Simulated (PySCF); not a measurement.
**Stretching SiP⁺**

Set-up: basis Si pcseg-1, P pcseg-1; no relativity; PySCF 2.14. Energies in eV from Si⁺ + P in their ground configurations at the same level. State: ³Σ⁻ (triplet), unpaired electrons π ↑↑.

```json
{"R (Å)": "1.923", "B3LYP": "-1.733", "UHF-CCSD(T)": ""}
{"R (Å)": "2.012", "B3LYP": "-2.313", "UHF-CCSD(T)": "-1.713"}
{"R (Å)": "2.102", "B3LYP": "-2.640", "UHF-CCSD(T)": "-2.023"}
{"R (Å)": "2.169", "B3LYP": "-2.764", "UHF-CCSD(T)": "-2.133"}
{"R (Å)": "2.236", "B3LYP": "-2.809", "UHF-CCSD(T)": "-2.166"}
{"R (Å)": "2.303", "B3LYP": "-2.795", "UHF-CCSD(T)": "-2.139"}
{"R (Å)": "2.393", "B3LYP": "-2.706", "UHF-CCSD(T)": "-2.040"}
{"R (Å)": "2.504", "B3LYP": "-2.521", "UHF-CCSD(T)": "-1.849"}
{"R (Å)": "2.639", "B3LYP": "-2.237", "UHF-CCSD(T)": "-1.576"}
{"R (Å)": "2.817", "B3LYP": "-1.818", "UHF-CCSD(T)": ""}
```

Task: Put a parabola through the three lowest points of the B3LYP curve and estimate Re, k and ωe (reduced mass 14.7 u; 1 eV/Å² = 0.16022 mdyn/Å; ωe = 1302.8·√(k/μ) cm⁻¹).

Result: Through R = 2.169, 2.236, 2.303 Å the second-order coefficient is 6.57 eV/Å², so Re ≈ 2.254 Å, k ≈ 2.11 mdyn/Å and ωe ≈ 493 cm⁻¹. A polynomial fit of higher order to the unrounded B3LYP energies gives Re = 2.251 Å, k = 2.00 mdyn/Å, ωe = 481 cm⁻¹; anharmonicity and rounding make the difference.

The higher-order fit for each curve: B3LYP: Re = 2.251 Å, ωe = 481 cm⁻¹, De = 2.81 eV; UHF-CCSD(T): Re = 2.236 Å, ωe = 489 cm⁻¹, De = 2.17 eV.

Correlated steps freeze 10 core orbitals. Correlated levels converge slowly with the basis: in double zeta they bind strong bonds too weakly, by up to about 1 eV, and carry superposition errors of some tenths. For an ion De counts to the pair picked by the measured ionisation energies or electron affinities, which need not be the lowest pair at this level. The state is the lowest determinant that a PBE0 search found; another state may lie lower at other levels.
